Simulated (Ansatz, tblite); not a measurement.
# The cluster HgSe₂−: a ladder of methods and basis sets

How do method and basis change the picture of the cluster HgSe₂− (doublet)?

Method: as each input shows; program: Ansatz 0.2.0, Gaussian basis.

The runs, in order: GFN1-xTB, GFN2-xTB, PBE-D4/def2-TZVPD, r2SCAN-D4/def2-TZVPD, ωB97X-V/def2-TZVPD, BHLYP-D4/def2-TZVPD, r2SCAN0-D4/def2-TZVPD, ωB97M-V/def2-TZVPD, r2SCANh-D4/def2-TZVPD, PBE-D4/def2-SVPD, PBE0-D4/def2-SVPD, CCSD(T)/def2-SVPD, MP2/def2-TZVPD, RPA/def2-TZVPD.

1 further run of the same task is left out (set aside as unsound or not needed). Runs told in other sessions of the task aren't counted.

**1. The relaxed structure**

The geometry is that of the doublet, from an earlier relaxation (r2SCAN-D4/def2-TZVPD). At that level it is the lowest of the isomers that a small search found.

3 atoms, charge -1, spin multiplicity 2.

Bond lengths: Se2–Se3 2.277 Å.

Hg takes a core potential in the def2 sets. No spin-orbit coupling is included. The ion is computed in the gas phase, without counter-ions or solvent.

PBE0-D4/def2-TZVPD was run before; its log isn't repeated, and its numbers join the tables.

**2. GFN1-xTB**

Tight binding, by tblite at 300 K electronic temperature and without a spin-polarisation term:

```python
tblite.interface.Calculator('GFN1-xTB', numbers, positions, charge=-1, uhf=1).singlepoint()
```

Energy -211.7127 eV; 0.002 s.

**3. GFN2-xTB**

Tight binding, by tblite at 300 K electronic temperature and without a spin-polarisation term:

```python
tblite.interface.Calculator('GFN2-xTB', numbers, positions, charge=-1, uhf=1).singlepoint()
```

Energy -203.9101 eV; 0.004 s.

**4. PBE-D4/def2-TZVPD**

start.molden holds the orbitals of an earlier run on this state, given as this run's starting guess.

File in.yaml:

```yaml
crystal:
  periodic: [false, false, false]
  atoms:
    - {symbol: Hg, position_ang: [-1.025838, 1.802882, 0.115546]}
    - {symbol: Se, position_ang: [1.502555, -0.338327, -0.055300]}
    - {symbol: Se, position_ang: [-0.476717, -1.464555, -0.060256]}
basis:
  gaussian: {orbitals: def2-TZVPD, initial_orbitals: start.molden}
total_charge: -1
magnetization: {spin_polarized: true, initial_magnetization: 1}
hamiltonian: {xc: pbe, dispersion: d4}
scf: {omitted_lower_state_checks: [starts]}
output: {orbitals: {seedname: orbitals}}
```

Launch:

```
$ ansatz run in.yaml --threads 4 --pin off --events-out ev --progress --plain --max-ram 3916MiB
```

The runs that follow: r2SCAN-D4/def2-TZVPD; ωB97X-V/def2-TZVPD; BHLYP-D4/def2-TZVPD; r2SCAN0-D4/def2-TZVPD; ωB97M-V/def2-TZVPD; r2SCANh-D4/def2-TZVPD; PBE-D4/def2-SVPD; PBE0-D4/def2-SVPD; CCSD(T)/def2-SVPD; MP2/def2-TZVPD; RPA/def2-TZVPD.

Before running them: what should the planned runs give, taken together? Wanted: gap in def2-TZVPD, named functionals, smallest and largest; correlation energy, CCSD(T)/def2-SVPD; correlation energy, MP2/def2-TZVPD; ⟨S²⟩ in def2-TZVPD, named functionals, smallest and largest; PBE0 total energy, smallest basis above largest.

The runs gave:

| quantity | value |
| --- | --- |
| gap in def2-TZVPD, named functionals, smallest and largest | 0.22 eV (PBE-D4), 5.94 eV (ωB97X-V) |
| correlation energy, CCSD(T)/def2-SVPD | -23.38 eV |
| correlation energy, MP2/def2-TZVPD | -26.99 eV |
| ⟨S²⟩ in def2-TZVPD, named functionals, smallest and largest | 0.753, 0.760 |
| PBE0 total energy, smallest basis above largest | 16.04 eV (def2-SVPD, def2-TZVPD) |

Over the named functionals in def2-TZVPD the gap runs from 0.22 eV (PBE-D4) to 5.94 eV (ωB97X-V); exact exchange widens it. Over the named functionals in def2-TZVPD spin contamination reaches 0.01 (BHLYP-D4), which is small. PBE-D4, r2SCAN-D4 put the HOMO above zero; others here keep it below zero, so the sign hangs on the functional's self-interaction and doesn't show that the species is unbound.
